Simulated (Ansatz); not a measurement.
Several solutions for singlet CH₂O

```xyz
4

C     0.0000    0.0000    0.0000
H     0.9300    0.0000   -0.5600
H    -0.9300    0.0000   -0.5600
O     0.0000    0.0000    2.4200
```

Basis set: def2-SVP (spherical functions). Charge 0, multiplicity 1.

UHF was run from several starts with Ansatz (development build ahead of 0.2.0).

| run | program | start | converged | energy (hartree) | <S²> |
| --- | --- | --- | --- | --- | --- |
| A | Ansatz | atomic start, no search | yes | -113.46042 | 0.00 |
| B | Ansatz | stability test followed | yes | -113.54995 | 1.78 |
| C | Ansatz | search for the lowest state | yes | -113.61321 | 1.93 |

Task: Which runs reached the lowest solution of this kind, and what is wrong with the others?

Result: C reached the lowest solution found. Converged but too high: A by 4.16 eV, B by 1.72 eV. Convergence only shows a stationary point, and even a stable one can lie too high; stability tests and further starts are what find lower ones. Caution: the unrestricted determinant is a mixture of spin states.
